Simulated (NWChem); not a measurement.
Lowest excitation of hydrogen fluoride (HF)

```xyz
2

F      0.0000     0.0000     0.0925
H      0.0000     0.0000    -0.8323
```
Charge 0, spin multiplicity 1.

Everything below was run with NWChem. All single points use one geometry, from B3LYP/def2-SVP, a minimum by its harmonic frequencies.

Basis set: aug-cc-pVDZ.

```
method        lowest vertical singlet excitation energy (eV)  relative cost  difference from EOM-CCSD
------------  ----------------------------------------------  -------------  ------------------------
TD-PBE                                                  8.72              1                     -1.51
CIS                                                    11.68        under 3                     +1.45
TD-CAM-B3LYP                                            9.56        under 3                     -0.67
TD-B3LYP                                                9.39        under 3                     -0.84
EOM-CCSD                                               10.23        under 3                      0.00
```

The values span 2.96 eV, from TD-PBE (lowest) to CIS (highest). The cost column gives rough processor time relative to TD-PBE; each entry includes its own SCF.

The correlated methods keep 1 core orbital frozen. B3LYP has NWChem's definition, with VWN1-RPA local correlation. GW and range-separated runs recompute their integrals, the others keep them in memory, which bears on the times. Differences from the coupled-cluster row are differences between methods, not errors against experiment.
